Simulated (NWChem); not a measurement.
System meant: N, quartet

The following NWChem deck was run.

```
start job
memory heap 200 mb stack 900 mb global 1100 mb
geometry units angstroms noautoz
  N      0.000000     0.000000     0.000000
end
basis spherical
  N library def2-svp
end
dft
  odft
  mult 5
  xc xpbe96 cpbe96
  iterations 150
  mulliken
end
task dft energy
```

End of the output:

```
      N                 14.003070

 Effective nuclear repulsion energy (a.u.)       0.0000000000

            Nuclear Dipole moment (a.u.)
            ----------------------------
        X                 Y               Z
 ---------------- ---------------- ----------------
     0.0000000000     0.0000000000     0.0000000000

            XYZ format geometry
            -------------------
     1
 geometry
 N                     0.00000000     0.00000000     0.00000000

 Summary of "ao basis" -> "" (spherical)
 ------------------------------------------------------------------------------
       Tag                 Description            Shells   Functions and Types
 ---------------- ------------------------------  ------  ---------------------
 N                          def2-svp                 6       14   3s2p1d

  pbe96 is a nonlocal functional; adding pw91lda local functional.

                                 NWChem DFT Module
                                 -----------------

 Summary of "ao basis" -> "ao basis" (spherical)
 ------------------------------------------------------------------------------
       Tag                 Description            Shells   Functions and Types
 ---------------- ------------------------------  ------  ---------------------
 N                          def2-svp                 6       14   3s2p1d

  number of electrons :                    7
  multiplicity        :                    5
 ------------------------------------------------------------------------
  no. of electrons and multiplicity not compatible                   7
 ------------------------------------------------------------------------
 ------------------------------------------------------------------------
  current input line :
    16: task dft energy
 ------------------------------------------------------------------------
 ------------------------------------------------------------------------
 There is an error in the input file
 ------------------------------------------------------------------------
 For more information see the NWChem manual at https://nwchemgit.github.io

0: no. of electrons and multiplicity not compatible:Received an Error in Communication
```

### Question
Find the fault in this run and fix the input.

### Answer
The input was rejected before any calculation. Cause: the multiplicity doesn't fit the number of electrons (an even count wants an odd multiplicity, and the reverse). This input runs:
```
start job
memory heap 200 mb stack 900 mb global 1100 mb
geometry units angstroms noautoz
  N      0.000000     0.000000     0.000000
end
basis spherical
  * library def2-svp
end
dft
  odft
  mult 4
  xc xpbe96 cpbe96
  iterations 150
  mulliken
end
task dft energy
```
It converges to -54.46658 Ha (PBE/def2-SVP, spin-unrestricted).
